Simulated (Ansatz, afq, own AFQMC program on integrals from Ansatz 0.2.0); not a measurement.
**Where AFQMC and coupled cluster stand for AlGeH2, quartet**

```
atom   x (Å)    y (Å)    z (Å)
  Ge  0.0000   0.0000   0.5414
  Al  0.0000   0.0000  -1.5646
   H  0.0000  -1.2613   1.4311
   H  0.0000   1.2613   1.4311
```

Connectivity, by distances: GeH2–Al.

Basis cc-pVDZ. Noble-gas cores (and the filled d shells of Ga–Kr and In–Xe) are frozen. AFQMC by an in-house program on the Cholesky factors that Ansatz 0.2.0 writes for its CCSD(T) run. ph-AFQMC/CISD is guided by a CISD state made of CCSD amplitudes; releasing the constraint for a short imaginary time cuts its bias at the price of noise, slowly where states lie close. Free projection: walkers drawn from exp(T), propagated without any constraint. Its projection time is finite, and what remains of the start isn't in its error. Uncertainties: one standard error, sampling alone. No spin–orbit coupling.

Determinant: UHF, the one that the program's search chose, which needn't be the lowest solution. The geometry is a point of a scan.

No full CI on the walks' own integrals is used here; CCSDT(Q) serves as the reference and is uncertain by about the last step of the cluster series.

Cautions: no relativity below Rb; no spin-orbit coupling; inner d shell frozen; lower spins were not checked.

```
T1 diagnostic                               : 0.0240
weight of the determinant in the CISD state : 0.892
⟨S²⟩ of the determinant                     : 3.756
size of the correlated space                : 9 electrons in 36 orbitals
```

Reference: CCSDT(Q), correlation energy -3.963 eV. The released energy is read at 2.40 1/Eh (meV from the phaseless value at times in 1/Eh: 3 ± 8 at 0.24, 4 ± 9 at 0.51, 0 ± 7 at 0.99, -2 ± 7 at 1.62, 1 ± 9 at 2.40).

```csv
level,E − E(reference) (meV),share of correlation (%)
HF,3963.1,0.00
MP2,961.5,75.74
CCSD,152.8,96.15
CCSD(T),36.5,99.08
CCSDT,5.7,99.86
ph-AFQMC/HF,-2.1 ± 26.8,100.05
ph-AFQMC/CISD,-9.9 ± 7.8,100.25
released AFQMC,-8.6 ± 8.7,100.22
free AFQMC,-5.5 ± 10.9,100.14
```

Free projections are given only where their last times agree within the noise and don't stop above the reference; a slow remainder of the start can still hide under it. A walk keeps the symmetry of its determinant, which the program's search chose and which needn't be the lowest solution, so a lower state of the same spin and another symmetry isn't excluded. Released energies are given only where the last usable release times agree within the noise; a slower fall can still hide under it.
